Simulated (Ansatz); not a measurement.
**Nudged elastic band run: C$_{3}$H$_{4}$FNO**

Input file:

```yaml
crystal:
  periodic: [false, false, false]
  atoms:
    - { symbol: "N", position_ang: [-1.159355, -0.724137, 0.671996] }
    - { symbol: C, position_ang: [-0.003657, -0.197989, 0.007096] }
    - { symbol: O, position_ang: [0.866319, -1.252257, -0.362579] }
    - { symbol: C, position_ang: [0.569097, 1.17251, 0.401763] }
    - { symbol: C, position_ang: [-0.054376, 1.066094, -0.738659] }
    - { symbol: F, position_ang: [-0.442199, 1.690795, -1.844639] }
    - { symbol: H, position_ang: [-0.833462, -1.292856, 1.459554] }
    - { symbol: H, position_ang: [-1.609238, -1.394228, 0.041116] }
    - { symbol: H, position_ang: [1.645792, -0.86254, -0.787767] }
    - { symbol: H, position_ang: [1.104079, 1.743608, 1.15522] }
basis:
  gaussian: { orbitals: cc-pVDZ }
hamiltonian:
  xc: b3lyp
  dispersion: d4
neb:
  order_check: false
  images: 7
  f_tol: 0.5
  max_iterations: 60
  final_atoms:
    - { symbol: "N", position_ang: [-1.12922009, -0.97674127, 0.38652548] }
    - { symbol: C, position_ang: [0.02074597, -0.29431407, -0.12253985] }
    - { symbol: O, position_ang: [0.88400013, -1.28721334, -0.60181574] }
    - { symbol: C, position_ang: [0.58207471, 1.03624318, 0.45454659] }
    - { symbol: C, position_ang: [-0.05121767, 1.05634127, -0.69282854] }
    - { symbol: F, position_ang: [-0.49451095, 1.84771622, -1.67060112] }
    - { symbol: H, position_ang: [-1.66230881, -0.36392421, 1.00120596] }
    - { symbol: H, position_ang: [-0.82669477, -1.78862241, 0.92735149] }
    - { symbol: H, position_ang: [1.6725412, -0.84138733, -0.94267691] }
    - { symbol: H, position_ang: [1.0875903, 1.56090197, 1.26393363] }
  initial_path:
    images:
      - { positions_ang: [[-1.159355, -0.724137, 0.671996], [-0.003657, -0.197989, 0.007096], [0.866319, -1.252257, -0.362579], [0.569097, 1.17251, 0.401763], [-0.054376, 1.066094, -0.738659], [-0.442199, 1.690795, -1.844639], [-0.833462, -1.292856, 1.459554], [-1.609238, -1.394228, 0.041116], [1.645792, -0.86254, -0.787767], [1.104079, 1.743608, 1.15522]] }
      - { positions_ang: [[-1.16776492, -0.77891232, 0.64200479], [-0.03221407, -0.19645559, -0.00086038], [0.85895491, -1.21203421, -0.40549935], [0.50110654, 1.14596509, 0.44967343], [-0.12980215, 1.07750809, -0.70905805], [-0.25232246, 1.69491306, -1.78690412], [-0.95651664, -1.1424521, 1.467805], [-1.4447804, -1.52102788, 0.15358102], [1.58731814, -0.81047707, -0.88213839], [1.11902105, 1.69197294, 1.07449705]] }
      - { positions_ang: [[-1.17617484, -0.83368765, 0.61201358], [-0.06077113, -0.19492218, -0.00881676], [0.85159083, -1.17181141, -0.4484197], [0.43311607, 1.11942017, 0.49758385], [-0.20522831, 1.08892217, -0.67945709], [-0.06244593, 1.69903112, -1.72916924], [-1.07957128, -0.9920482, 1.476056], [-1.2803228, -1.64782776, 0.26604604], [1.52884429, -0.75841413, -0.97650979], [1.13396311, 1.64033787, 0.9937741]] }
      - { positions_ang: [[-1.18458476, -0.88846297, 0.58202237], [-0.0893282, -0.19338877, -0.01677314], [0.84422674, -1.13158862, -0.49134005], [0.36512561, 1.09287526, 0.54549428], [-0.28065446, 1.10033626, -0.64985614], [0.12743061, 1.70314918, -1.67143435], [-1.20262592, -0.8416443, 1.484307], [-1.11586521, -1.77462765, 0.37851106], [1.47037043, -0.7063512, -1.07088118], [1.14890516, 1.58870281, 0.91305116]] }
      - { positions_ang: [[-1.19299468, -0.9432383, 0.55203116], [-0.11788526, -0.19185537, -0.02472951], [0.83686266, -1.09136583, -0.53426039], [0.29713515, 1.06633035, 0.5934047], [-0.35608061, 1.11175035, -0.62025519], [0.31730714, 1.70726724, -1.61369947], [-1.32568057, -0.6912404, 1.492558], [-0.95140761, -1.90142753, 0.49097607], [1.41189657, -0.65428826, -1.16525258], [1.16384722, 1.53706774, 0.83232821]] }
      - { positions_ang: [[-1.17705103, -0.95161404, 0.51065474], [-0.08322745, -0.21747004, -0.0491821], [0.84864702, -1.14032771, -0.55114923], [0.36837004, 1.05880856, 0.55869017], [-0.27986488, 1.09789808, -0.63839853], [0.11435262, 1.74237948, -1.62792488], [-1.40983763, -0.60941135, 1.36971999], [-0.9202294, -1.87322625, 0.60006993], [1.47705773, -0.70106303, -1.10960866], [1.14478299, 1.5430263, 0.94022956]] }
      - { positions_ang: [[-1.16110739, -0.95998978, 0.46927832], [-0.04856965, -0.24308472, -0.07363468], [0.86043139, -1.18928958, -0.56803807], [0.43960493, 1.05128677, 0.52397565], [-0.20364914, 1.08404581, -0.65654186], [-0.0886019, 1.77749173, -1.6421503], [-1.49399469, -0.5275823, 1.24688198], [-0.88905119, -1.84502497, 0.70916378], [1.54221888, -0.74783779, -1.05396474], [1.12571876, 1.54898485, 1.04813092]] }
      - { positions_ang: [[-1.14516374, -0.96836553, 0.4279019], [-0.01391184, -0.26869939, -0.09808727], [0.87221576, -1.23825146, -0.5849269], [0.51083982, 1.04376498, 0.48926112], [-0.12743341, 1.07019354, -0.6746852], [-0.29155643, 1.81260397, -1.65637571], [-1.57815175, -0.44575326, 1.12404397], [-0.85787298, -1.81682369, 0.81825764], [1.60738004, -0.79461256, -0.99832082], [1.10665453, 1.55494341, 1.15603227]] }
      - { positions_ang: [[-1.12922009, -0.97674127, 0.38652548], [0.02074597, -0.29431407, -0.12253985], [0.88400013, -1.28721334, -0.60181574], [0.58207471, 1.03624318, 0.45454659], [-0.05121767, 1.05634127, -0.69282854], [-0.49451095, 1.84771622, -1.67060112], [-1.66230881, -0.36392421, 1.00120596], [-0.82669477, -1.78862241, 0.92735149], [1.6725412, -0.84138733, -0.94267691], [1.0875903, 1.56090197, 1.26393363]] }
```

Launched with:

```bash
$ ansatz run input.yaml --threads 2 --pin off --max-ram 3072MiB --backend cpu --events-out ev --progress --plain --runs-dir out
```

Output, in part (warnings, iteration lines, the closing report on the highest movable image, with atoms numbered from 0):

```
NEB end point (image 0): max|allowed force component| = 6.634e-3 eV/Å (the criterion of neb.relax_end_points is 1.000e-1)
NEB end point (image 8): max|allowed force component| = 1.513e-2 eV/Å (the criterion of neb.relax_end_points is 1.000e-1)
NEB iter   1: max|band force component| = 9.321e0 eV/Å  barrier→ = 1.9598 eV  barrier← = 1.9524 eV  Δτ_max = 0.1674 Å  (262 SCF iters)
NEB iter   2: max|band force component| = 2.404e0 eV/Å  barrier→ = 0.8028 eV  barrier← = 0.7954 eV  Δτ_max = 0.1738 Å  (215 SCF iters)
NEB iter   3: max|band force component| = 8.673e-1 eV/Å  barrier→ = 0.4112 eV  barrier← = 0.4038 eV  Δτ_max = 0.1904 Å  (217 SCF iters)
NEB iter   4: max|band force component| = 7.108e-1 eV/Å  barrier→ = 0.2005 eV  barrier← = 0.1931 eV  Δτ_max = 0.1941 Å  (226 SCF iters)
NEB iter   5: max|band force component| = 9.572e-1 eV/Å  barrier→ = 0.0703 eV  barrier← = 0.0629 eV  Δτ_max = 0.1001 Å  (226 SCF iters)
NEB iter   6: max|band force component| = 5.366e-1 eV/Å  barrier→ = 0.0533 eV  barrier← = 0.0459 eV  Δτ_max = 0.0326 Å  (221 SCF iters)
NEB iter   7: max|band force component| = 1.290e-1 eV/Å  barrier→ = 0.0425 eV  barrier← = 0.0350 eV  CI = image 4  Δτ_max = 0.0000 Å  (421 SCF iters)
Total energy: -9427.46531406 eV, -346.4529601264 hartree
Atom 0 at    -1.179979    -0.812508     0.500039 Å, force    -0.029987    -0.023838    -0.012421 eV/Å
Atom 1 at     0.004715    -0.231332    -0.067702 Å, force     0.121427    -0.035433     0.082682 eV/Å
Atom 2 at     0.864537    -1.274471    -0.475612 Å, force    -0.084107     0.063773    -0.028528 eV/Å
Atom 3 at     0.556289     1.101761     0.459067 Å, force    -0.072016     0.062722    -0.093688 eV/Å
Atom 4 at    -0.004082     1.085486    -0.724618 Å, force    -0.011499    -0.013341    -0.063962 eV/Å
Atom 5 at    -0.363804     1.820365    -1.776016 Å, force     0.047385    -0.016199     0.086679 eV/Å
Atom 6 at    -1.188463    -0.681745     1.511671 Å, force     0.019438    -0.006693     0.002198 eV/Å
Atom 7 at    -1.165629    -1.817486     0.324820 Å, force    -0.011433     0.000699     0.008698 eV/Å
Atom 8 at     1.553011    -0.886148    -1.036545 Å, force     0.016279    -0.001384     0.017951 eV/Å
Atom 9 at     1.006404     1.645077     1.287998 Å, force     0.004514    -0.030305     0.000392 eV/Å
Dipole moment:     0.261260     0.000672     0.247137 e Å
```

It converged. The threshold of 0.5 eV/Å is loose, so the images may lie well off the minimum-energy path. Another band between the same ends (7 images) ends at a top of the same energy, where a vibrational analysis finds 1 clearly imaginary mode.

Final band (atoms are numbered from 1 in the order of the input):

```json
{"image": "0", "path coordinate (Å)": "0.00", "energy (eV)": "0.000", "dihedral H7–N1–C2–O3 (°)": "55"}
{"image": "1", "path coordinate (Å)": "0.28", "energy (eV)": "0.005", "dihedral H7–N1–C2–O3 (°)": "67"}
{"image": "2", "path coordinate (Å)": "0.56", "energy (eV)": "0.018", "dihedral H7–N1–C2–O3 (°)": "81"}
{"image": "3", "path coordinate (Å)": "0.83", "energy (eV)": "0.033", "dihedral H7–N1–C2–O3 (°)": "94"}
{"image": "4", "path coordinate (Å)": "1.11", "energy (eV)": "0.042", "dihedral H7–N1–C2–O3 (°)": "108"}
{"image": "5", "path coordinate (Å)": "1.39", "energy (eV)": "0.040", "dihedral H7–N1–C2–O3 (°)": "122"}
{"image": "6", "path coordinate (Å)": "1.67", "energy (eV)": "0.028", "dihedral H7–N1–C2–O3 (°)": "136"}
{"image": "7", "path coordinate (Å)": "1.95", "energy (eV)": "0.014", "dihedral H7–N1–C2–O3 (°)": "150"}
{"image": "8", "path coordinate (Å)": "2.23", "energy (eV)": "0.007", "dihedral H7–N1–C2–O3 (°)": "163"}
```

Run time: 2.4 min on 2 threads of Arm Neoverse V1, with other jobs on the host, peak memory 0.22 GiB.
